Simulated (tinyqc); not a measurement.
Inside a calculation (part 1 of 2). Method: UKS/BLYP in the sto-3g basis, for BH, spin multiplicity 3. Computed by tinyqc, a small Python program that keeps every step (integrals from PySCF). Settings: charge = 0, multiplicity = 3, basis = sto-3g, energy threshold = 1e-08, iteration cap = 84, orthogonalisation = symmetric, start = highest core orbitals, DIIS depth = 3, damping = 0.7, method = UKS, functional = blyp, grid = [10, 26]. Command: `OMP_NUM_THREADS=1 python tinyqc.py 26609 26610 out.jsonl` (the two numbers bound the seeds that draw the settings). One thread of a shared host (Intel(R) Xeon(R) Processor @ 2.60GHz), about 4 s of CPU time with the checks. Later iterations appear only in the table of the cycle.

## One-electron integrals

Geometry (angstrom):
```
atom       x       y       z
B     0.0000  0.0000  0.0000
H     0.0000  0.0000  1.9740
```

Basis sto-3g: exponents (1/bohr^2) and contraction coefficients of normalised primitives:
```
element  l (shell)  exponent  coefficient
B            s (1)   48.7911       0.1543
B            s (1)    8.8874       0.5353
B            s (1)    2.4053       0.4446
B            s (2)    2.2370      -0.1000
B            s (2)    0.5198       0.3995
B            s (2)    0.1691       0.7001
B            p (3)    2.2370       0.1559
B            p (3)    0.5198       0.6077
B            p (3)    0.1691       0.3920
H            s (1)    3.4253       0.1543
H            s (1)    0.6239       0.5353
H            s (1)    0.1689       0.4446
```

Overlap, kinetic and nuclear-attraction integrals over the contracted functions; the nuclear repulsion is the sum of Za Zb / Rab.

nuclear repulsion = 1.340368 hartree

overlap S:
```
         1B 1s   1B 2s  1B 2px  1B 2py  1B 2pz   2H 1s
1B 1s   1.0000  0.2693  0.0000  0.0000  0.0000  0.0115
1B 2s   0.2693  1.0000  0.0000  0.0000  0.0000  0.1693
1B 2px  0.0000  0.0000  1.0000  0.0000  0.0000  0.0000
1B 2py  0.0000  0.0000  0.0000  1.0000  0.0000  0.0000
1B 2pz  0.0000  0.0000  0.0000  0.0000  1.0000  0.2161
2H 1s   0.0115  0.1693  0.0000  0.0000  0.2161  1.0000
```

kinetic energy T (hartree):
```
          1B 1s    1B 2s  1B 2px  1B 2py  1B 2pz    2H 1s
1B 1s   10.8263  -0.0480  0.0000  0.0000  0.0000  -0.0038
1B 2s   -0.0480   0.3592  0.0000  0.0000  0.0000  -0.0066
1B 2px   0.0000   0.0000  1.1239  0.0000  0.0000   0.0000
1B 2py   0.0000   0.0000  0.0000  1.1239  0.0000   0.0000
1B 2pz   0.0000   0.0000  0.0000  0.0000  1.1239   0.0209
2H 1s   -0.0038  -0.0066  0.0000  0.0000  0.0209   0.7600
```

nuclear attraction V (hartree):
```
           1B 1s    1B 2s   1B 2px   1B 2py   1B 2pz    2H 1s
1B 1s   -23.4155  -3.2116   0.0000   0.0000  -0.0068  -0.1371
1B 2s    -3.2116  -4.0394   0.0000   0.0000  -0.0685  -0.4928
1B 2px    0.0000   0.0000  -3.9967   0.0000   0.0000   0.0000
1B 2py    0.0000   0.0000   0.0000  -3.9967   0.0000   0.0000
1B 2pz   -0.0068  -0.0685   0.0000   0.0000  -4.0340  -0.5857
2H 1s    -0.1371  -0.4928   0.0000   0.0000  -0.5857  -2.5664
```

core Hamiltonian H = T + V (hartree):
```
           1B 1s    1B 2s   1B 2px   1B 2py   1B 2pz    2H 1s
1B 1s   -12.5892  -3.2595   0.0000   0.0000  -0.0068  -0.1409
1B 2s    -3.2595  -3.6803   0.0000   0.0000  -0.0685  -0.4994
1B 2px    0.0000   0.0000  -2.8728   0.0000   0.0000   0.0000
1B 2py    0.0000   0.0000   0.0000  -2.8728   0.0000   0.0000
1B 2pz   -0.0068  -0.0685   0.0000   0.0000  -2.9101  -0.5648
2H 1s    -0.1409  -0.4994   0.0000   0.0000  -0.5648  -1.8064
```

## Two-electron integrals

Functions are numbered as in S; the eight-fold symmetry (ij|kl) = (ji|kl) = (kl|ij) leaves the list below.

Two-electron integrals (ij|kl) in chemists' order, unique and non-zero (hartree):
```
(11|11) 2.9235     (21|11) 0.5184     (21|21) 0.1093     (22|11) 0.7442
(22|21) 0.1932     (22|22) 0.5448     (31|31) 0.0203     (32|31) 0.0300
(32|32) 0.1203     (33|11) 0.7425     (33|21) 0.1932     (33|22) 0.5447
(33|33) 0.5868     (41|41) 0.0203     (42|41) 0.0300     (42|42) 0.1203
(43|43) 0.0316     (44|11) 0.7425     (44|21) 0.1932     (44|22) 0.5447
(44|33) 0.5235     (44|44) 0.5868     (51|51) 0.0203     (52|51) 0.0300
(52|52) 0.1203     (53|53) 0.0316     (54|54) 0.0316     (55|11) 0.7425
(55|21) 0.1932     (55|22) 0.5447     (55|33) 0.5235     (55|44) 0.5235
(55|55) 0.5868     (61|11) 0.0219     (61|21) 0.0046     (61|22) 0.0082
(61|33) 0.0082     (61|44) 0.0082     (61|51) 3.46e-04   (61|52) 0.0006
(61|55) 0.0083     (61|61) 2.01e-04   (62|11) 0.0782     (62|21) 0.0208
(62|22) 0.0681     (62|33) 0.0660     (62|44) 0.0660     (62|51) 0.0022
(62|52) 0.0157     (62|55) 0.0722     (62|61) 0.0009     (62|62) 0.0147
(63|31) 0.0016     (63|32) 0.0086     (63|53) 0.0027     (63|63) 0.0012
(64|41) 0.0016     (64|42) 0.0086     (64|54) 0.0027     (64|64) 0.0012
(65|11) 0.0873     (65|21) 0.0234     (65|22) 0.0803     (65|33) 0.0765
(65|44) 0.0765     (65|51) 0.0036     (65|52) 0.0243     (65|55) 0.0878
(65|61) 0.0011     (65|62) 0.0198     (65|65) 0.0275     (66|11) 0.2679
(66|21) 0.0721     (66|22) 0.2661     (66|33) 0.2548     (66|44) 0.2548
(66|51) 0.0067     (66|52) 0.0659     (66|55) 0.2883     (66|61) 0.0032
(66|62) 0.0838     (66|65) 0.1217     (66|66) 0.7746
```

## Orthogonalisation

S = U s U^T; symmetric (Loewdin) form X = U s^(-1/2) U^T, so that X^T S X = 1.

eigenvalues of S: 0.6599  0.8258  1.0000  1.0000  1.1627  1.3515

X:
```
          1B 1s    1B 2s  1B 2px  1B 2py   1B 2pz    2H 1s
1B 1s    1.0291  -0.1431  0.0000  0.0000  -0.0024   0.0128
1B 2s   -0.1431   1.0411  0.0000  0.0000   0.0151  -0.0920
1B 2px   0.0000   0.0000  1.0000  0.0000   0.0000   0.0000
1B 2py   0.0000   0.0000  0.0000  1.0000   0.0000   0.0000
1B 2pz  -0.0024   0.0151  0.0000  0.0000   1.0185  -0.1135
2H 1s    0.0128  -0.0920  0.0000  0.0000  -0.1135   1.0303
```

## Starting guess

The start is the highest orbitals of the core Hamiltonian (a deliberately bad start); D(s) = C_occ C_occ^T for each spin.

D(alpha) at the start:
```
          1B 1s    1B 2s  1B 2px  1B 2py   1B 2pz    2H 1s
1B 1s    0.0106  -0.0427  0.0000  0.0000   0.0895   0.0205
1B 2s   -0.0427   0.1732  0.0000  0.0000  -0.3435  -0.1260
1B 2px   0.0000   0.0000  1.0000  0.0000   0.0000   0.0000
1B 2py   0.0000   0.0000  0.0000  1.0000   0.0000   0.0000
1B 2pz   0.0895  -0.3435  0.0000  0.0000   0.8924  -0.2061
2H 1s    0.0205  -0.1260  0.0000  0.0000  -0.2061   1.0780
```

D(beta) at the start:
```
          1B 1s    1B 2s  1B 2px  1B 2py   1B 2pz    2H 1s
1B 1s    0.0006  -0.0033  0.0000  0.0000  -0.0038   0.0250
1B 2s   -0.0033   0.0191  0.0000  0.0000   0.0219  -0.1435
1B 2px   0.0000   0.0000  0.9519  0.2139   0.0000   0.0000
1B 2py   0.0000   0.0000  0.2139  0.0481   0.0000   0.0000
1B 2pz  -0.0038   0.0219  0.0000  0.0000   0.0252  -0.1646
2H 1s    0.0250  -0.1435  0.0000  0.0000  -0.1646   1.0760
```

## Iteration 1: exchange-correlation on the grid

Becke grid with 10 radial and 26 angular points per atom, points of zero weight dropped. rho = sum D_ij phi_i phi_j; V_xc,ij = sum w v_xc phi_i phi_j plus the gradient terms; v_xc is d(rho eps)/d rho(s) for spin s at fixed gradient.

The 8 grid points with the largest w rho, of 515 (bohr, atomic units):
```
x              y        z       w  rho(alpha)  rho(beta)   eps_xc  v_xc(alpha)
1.7199    0.0000   0.0000  1.6371      0.0446     0.0405  -0.3828      -0.4580
-1.7199   0.0000   0.0000  1.6371      0.0446     0.0405  -0.3828      -0.4580
1.2161    1.2161   0.0000  1.3097      0.0446     0.0304  -0.3722      -0.4510
-1.2161  -1.2161   0.0000  1.3097      0.0446     0.0304  -0.3722      -0.4510
1.2161    0.0000  -1.2161  1.3097      0.0542     0.0202  -0.3813      -0.4681
-1.2161   0.0000  -1.2161  1.3097      0.0542     0.0202  -0.3813      -0.4681
0.0000    0.0000  -1.7199  1.6372      0.0568   2.91e-04  -0.3845      -0.4513
0.9580    0.0000   0.0000  0.3365      0.1295     0.1182  -0.5130      -0.6613
```

electrons on the grid, sum of w rho = 6.0097

E_xc = sum of w rho eps_xc = -2.363698 hartree

V_xc(alpha) (hartree):
```
          1B 1s    1B 2s   1B 2px   1B 2py   1B 2pz    2H 1s
1B 1s   -0.5568  -0.1637   0.0000   0.0000  -0.0072  -0.0069
1B 2s   -0.1637  -0.4862   0.0000   0.0000   0.0331  -0.0628
1B 2px   0.0000   0.0000  -0.4996  -0.0006   0.0000   0.0000
1B 2py   0.0000   0.0000  -0.0006  -0.4916   0.0000   0.0000
1B 2pz  -0.0072   0.0331   0.0000   0.0000  -0.4788  -0.0781
2H 1s   -0.0069  -0.0628   0.0000   0.0000  -0.0781  -0.5246
```

V_xc(beta) (hartree):
```
          1B 1s    1B 2s   1B 2px   1B 2py   1B 2pz    2H 1s
1B 1s   -0.4769  -0.1410   0.0000   0.0000   0.0149  -0.0057
1B 2s   -0.1410  -0.3696   0.0000   0.0000   0.0031  -0.0570
1B 2px   0.0000   0.0000  -0.4531  -0.0325   0.0000   0.0000
1B 2py   0.0000   0.0000  -0.0325  -0.3361   0.0000   0.0000
1B 2pz   0.0149   0.0031   0.0000   0.0000  -0.3270  -0.0739
2H 1s   -0.0057  -0.0570   0.0000   0.0000  -0.0739  -0.5251
```

## Iteration 1: building the Kohn-Sham matrix

J_ij = sum D_kl (ij|kl) with D = D(alpha) + D(beta); F = H + J + V_xc; E = tr D H + tr D J / 2 + E_xc + E_nn.

Coulomb J (hartree):
```
          1B 1s   1B 2s  1B 2px  1B 2py   1B 2pz   2H 1s
1B 1s    3.5093  0.9172  0.0000  0.0000  -0.0052  0.0388
1B 2s    0.9172  2.7069  0.0000  0.0000   0.0432  0.4246
1B 2px   0.0000  0.0000  2.7270  0.0135   0.0000  0.0000
1B 2py   0.0000  0.0000  0.0135  2.6698   0.0000  0.0000
1B 2pz  -0.0052  0.0432  0.0000  0.0000   2.7221  0.5406
2H 1s    0.0388  0.4246  0.0000  0.0000   0.5406  2.5688
```

F(alpha) (hartree):
```
          1B 1s    1B 2s   1B 2px   1B 2py   1B 2pz    2H 1s
1B 1s   -9.6367  -2.5060   0.0000   0.0000  -0.0192  -0.1090
1B 2s   -2.5060  -1.4596   0.0000   0.0000   0.0078  -0.1377
1B 2px   0.0000   0.0000  -0.6454   0.0130   0.0000   0.0000
1B 2py   0.0000   0.0000   0.0130  -0.6945   0.0000   0.0000
1B 2pz  -0.0192   0.0078   0.0000   0.0000  -0.6669  -0.1022
2H 1s   -0.1090  -0.1377   0.0000   0.0000  -0.1022   0.2379
```

F(beta) (hartree):
```
          1B 1s    1B 2s   1B 2px   1B 2py   1B 2pz    2H 1s
1B 1s   -9.5568  -2.4833   0.0000   0.0000   0.0030  -0.1078
1B 2s   -2.4833  -1.3430   0.0000   0.0000  -0.0222  -0.1319
1B 2px   0.0000   0.0000  -0.5989  -0.0190   0.0000   0.0000
1B 2py   0.0000   0.0000  -0.0190  -0.5390   0.0000   0.0000
1B 2pz   0.0030  -0.0222   0.0000   0.0000  -0.5151  -0.0981
2H 1s   -0.1078  -0.1319   0.0000   0.0000  -0.0981   0.2373
```

total energy of this density = -8.044606 hartree

This density is the starting one.

## Iteration 1: diagonalisation and new density

Diagonalise F' = X^T F X, C = X C', fill 4 alpha and 2 beta electrons from the bottom; D(s) = C_occ C_occ^T; the new density keeps 0.7 of the old one (damping). Each column has its largest component positive (the first on a tie).

F' = X^T F X (alpha) (hartree):
```
         1        2        3        4        5        6
1  -9.4993  -1.0929   0.0000   0.0000  -0.0234   0.0061
2  -1.0929  -1.0065   0.0000   0.0000   0.0132  -0.0670
3   0.0000   0.0000  -0.6454   0.0130   0.0000   0.0000
4   0.0000   0.0000   0.0130  -0.6945   0.0000   0.0000
5  -0.0234   0.0132   0.0000   0.0000  -0.6646  -0.0622
6   0.0061  -0.0670   0.0000   0.0000  -0.0622   0.2832
```

orbital energies (alpha) (hartree): MO1 -9.6378, MO2 -0.8728, MO3 -0.6977, MO4 -0.6679, MO5 -0.6422, MO6 0.2913

coefficients C (alpha):
```
            MO1      MO2      MO3      MO4     MO5      MO6
1B 1s    1.0029  -0.2694   0.0000  -0.0193  0.0000   0.0287
1B 2s   -0.0112   1.0414   0.0000   0.0682  0.0000  -0.1542
1B 2px   0.0000   0.0000  -0.2405   0.0000  0.9706   0.0000
1B 2py   0.0000   0.0000   0.9706   0.0000  0.2405   0.0000
1B 2pz   0.0019  -0.0525   0.0000   1.0075  0.0000  -0.1810
2H 1s    0.0011  -0.0293   0.0000  -0.0471  0.0000   1.0392
```

F' = X^T F X (beta) (hartree):
```
         1        2        3        4        5        6
1  -9.4191  -1.0967   0.0000   0.0000   0.0038   0.0038
2  -1.0967  -0.8874   0.0000   0.0000  -0.0188  -0.0677
3   0.0000   0.0000  -0.5989  -0.0190   0.0000   0.0000
4   0.0000   0.0000  -0.0190  -0.5390   0.0000   0.0000
5   0.0038  -0.0188   0.0000   0.0000  -0.5091  -0.0721
6   0.0038  -0.0677   0.0000   0.0000  -0.0721   0.2828
```

orbital energies (beta) (hartree): MO1 -9.5578, MO2 -0.7554, MO3 -0.6044, MO4 -0.5335, MO5 -0.5130, MO6 0.2935

coefficients C (beta):
```
            MO1      MO2     MO3      MO4      MO5      MO6
1B 1s    1.0030  -0.2685  0.0000   0.0000   0.0269   0.0295
1B 2s   -0.0114   1.0379  0.0000   0.0000  -0.1016  -0.1589
1B 2px   0.0000   0.0000  0.9603  -0.2791   0.0000   0.0000
1B 2py   0.0000   0.0000  0.2791   0.9603   0.0000   0.0000
1B 2pz  -0.0007   0.1071  0.0000   0.0000   0.9989  -0.2033
2H 1s    0.0017  -0.0296  0.0000   0.0000  -0.0194   1.0400
```

D(alpha) after iteration 1:
```
          1B 1s    1B 2s   1B 2px   1B 2py   1B 2pz    2H 1s
1B 1s    0.3311  -0.1178   0.0000   0.0000   0.0617   0.0174
1B 2s   -0.1178   0.4480   0.0000   0.0000  -0.2363  -0.0983
1B 2px   0.0000   0.0000   0.7174  -0.0700   0.0000   0.0000
1B 2py   0.0000   0.0000  -0.0700   0.9826   0.0000   0.0000
1B 2pz   0.0617  -0.2363   0.0000   0.0000   0.9300  -0.1581
2H 1s    0.0174  -0.0983   0.0000   0.0000  -0.1581   0.7555
```

D(beta) after iteration 1:
```
          1B 1s    1B 2s  1B 2px  1B 2py   1B 2pz    2H 1s
1B 1s    0.3238  -0.0894  0.0000  0.0000  -0.0115   0.0204
1B 2s   -0.0894   0.3366  0.0000  0.0000   0.0487  -0.1097
1B 2px   0.0000   0.0000  0.6664  0.1497   0.0000   0.0000
1B 2py   0.0000   0.0000  0.1497  0.0336   0.0000   0.0000
1B 2pz  -0.0115   0.0487  0.0000  0.0000   0.0211  -0.1162
2H 1s    0.0204  -0.1097  0.0000  0.0000  -0.1162   0.7535
```

## Iteration 2: exchange-correlation on the grid

As before.

The 8 grid points with the largest w rho, of 515 (bohr, atomic units):
```
x              y        z       w  rho(alpha)  rho(beta)   eps_xc  v_xc(alpha)
1.7199    0.0000   0.0000  1.6371      0.0364     0.0327  -0.3611      -0.4280
-1.7199   0.0000   0.0000  1.6371      0.0364     0.0327  -0.3611      -0.4280
0.0000    0.0000  -1.7199  1.6372      0.0569     0.0032  -0.3820      -0.4546
0.0000    1.7199   0.0000  1.6371      0.0477     0.0059  -0.3629      -0.4316
0.0000   -1.7199   0.0000  1.6371      0.0477     0.0059  -0.3629      -0.4316
1.2161    0.0000  -1.2161  1.3097      0.0491     0.0175  -0.3700      -0.4512
-1.2161   0.0000  -1.2161  1.3097      0.0491     0.0175  -0.3700      -0.4512
1.2161    1.2161   0.0000  1.3097      0.0391     0.0257  -0.3574      -0.4304
```

electrons on the grid, sum of w rho = 6.0059

E_xc = sum of w rho eps_xc = -2.713886 hartree

V_xc(alpha) (hartree):
```
          1B 1s    1B 2s   1B 2px   1B 2py   1B 2pz    2H 1s
1B 1s   -1.4286  -0.2517   0.0000   0.0000   0.0030  -0.0106
1B 2s   -0.2517  -0.4957   0.0000   0.0000   0.0210  -0.0625
1B 2px   0.0000   0.0000  -0.4880   0.0040   0.0000   0.0000
1B 2py   0.0000   0.0000   0.0040  -0.5014   0.0000   0.0000
1B 2pz   0.0030   0.0210   0.0000   0.0000  -0.4971  -0.0768
2H 1s   -0.0106  -0.0625   0.0000   0.0000  -0.0768  -0.4762
```

V_xc(beta) (hartree):
```
          1B 1s    1B 2s   1B 2px   1B 2py   1B 2pz    2H 1s
1B 1s   -1.3920  -0.2298   0.0000   0.0000  -0.0003  -0.0097
1B 2s   -0.2298  -0.3954   0.0000   0.0000  -0.0044  -0.0561
1B 2px   0.0000   0.0000  -0.4452  -0.0228   0.0000   0.0000
1B 2py   0.0000   0.0000  -0.0228  -0.3688   0.0000   0.0000
1B 2pz  -0.0003  -0.0044   0.0000   0.0000  -0.3715  -0.0710
2H 1s   -0.0097  -0.0561   0.0000   0.0000  -0.0710  -0.4753
```

## Iteration 2: building the Kohn-Sham matrix

As before.

Coulomb J (hartree):
```
          1B 1s   1B 2s  1B 2px  1B 2py   1B 2pz   2H 1s
1B 1s    5.0976  1.1811  0.0000  0.0000  -0.0020  0.0501
1B 2s    1.1811  2.9899  0.0000  0.0000   0.0375  0.4270
1B 2px   0.0000  0.0000  2.9912  0.0050   0.0000  0.0000
1B 2py   0.0000  0.0000  0.0050  2.9679   0.0000  0.0000
1B 2pz  -0.0020  0.0375  0.0000  0.0000   3.0056  0.5293
2H 1s    0.0501  0.4270  0.0000  0.0000   0.5293  2.2837
```

F(alpha) (hartree):
```
          1B 1s    1B 2s   1B 2px   1B 2py   1B 2pz    2H 1s
1B 1s   -8.9202  -2.3301   0.0000   0.0000  -0.0058  -0.1015
1B 2s   -2.3301  -1.1861   0.0000   0.0000  -0.0101  -0.1349
1B 2px   0.0000   0.0000  -0.3696   0.0090   0.0000   0.0000
1B 2py   0.0000   0.0000   0.0090  -0.4063   0.0000   0.0000
1B 2pz  -0.0058  -0.0101   0.0000   0.0000  -0.4016  -0.1123
2H 1s   -0.1015  -0.1349   0.0000   0.0000  -0.1123   0.0011
```

F(beta) (hartree):
```
          1B 1s    1B 2s   1B 2px   1B 2py   1B 2pz    2H 1s
1B 1s   -8.8836  -2.3082   0.0000   0.0000  -0.0090  -0.1006
1B 2s   -2.3082  -1.0857   0.0000   0.0000  -0.0355  -0.1286
1B 2px   0.0000   0.0000  -0.3268  -0.0178   0.0000   0.0000
1B 2py   0.0000   0.0000  -0.0178  -0.2737   0.0000   0.0000
1B 2pz  -0.0090  -0.0355   0.0000   0.0000  -0.2761  -0.1065
2H 1s   -0.1006  -0.1286   0.0000   0.0000  -0.1065   0.0020
```

total energy of this density = -13.923255 hartree

This density is a damped mixture and is not idempotent.

## Iteration 2: DIIS over 2 matrices

error matrix X^T (FDS - SDF) X (alpha):
```
         1        2       3        4       5        6
1   0.0000  -0.0044  0.0000   0.0000  0.0034   0.0059
2   0.0044   0.0000  0.0000   0.0000  0.0549  -0.0241
3   0.0000   0.0000  0.0000  -0.0002  0.0000   0.0000
4   0.0000   0.0000  0.0002   0.0000  0.0000   0.0000
5  -0.0034  -0.0549  0.0000   0.0000  0.0000  -0.0032
6  -0.0059   0.0241  0.0000   0.0000  0.0032   0.0000
```

B (overlaps of the stored error matrices):
```
               1              2
1  1.7845896e-02  1.3802595e-02
2  1.3802595e-02  1.2025635e-02
```

Minimise |sum c_i e_i|^2 with sum c_i = 1: solve [B -1; -1 0][c; lambda] = [0; -1] with B_ij = tr e_i^T e_j summed over both spins, and take F = sum c_i F_i.

DIIS coefficients: -0.7841  1.7841

extrapolated F(alpha) (hartree):
```
          1B 1s    1B 2s   1B 2px   1B 2py   1B 2pz    2H 1s
1B 1s   -8.3583  -2.1921   0.0000   0.0000   0.0047  -0.0957
1B 2s   -2.1921  -0.9716   0.0000   0.0000  -0.0242  -0.1328
1B 2px   0.0000   0.0000  -0.1534   0.0059   0.0000   0.0000
1B 2py   0.0000   0.0000   0.0059  -0.1802   0.0000   0.0000
1B 2pz   0.0047  -0.0242   0.0000   0.0000  -0.1936  -0.1201
2H 1s   -0.0957  -0.1328   0.0000   0.0000  -0.1201  -0.1845
```

extrapolated F(beta) (hartree):
```
          1B 1s    1B 2s   1B 2px   1B 2py   1B 2pz    2H 1s
1B 1s   -8.3558  -2.1710   0.0000   0.0000  -0.0185  -0.0950
1B 2s   -2.1710  -0.8840   0.0000   0.0000  -0.0459  -0.1260
1B 2px   0.0000   0.0000  -0.1134  -0.0168   0.0000   0.0000
1B 2py   0.0000   0.0000  -0.0168  -0.0656   0.0000   0.0000
1B 2pz  -0.0185  -0.0459   0.0000   0.0000  -0.0887  -0.1131
2H 1s   -0.0950  -0.1260   0.0000   0.0000  -0.1131  -0.1824
```
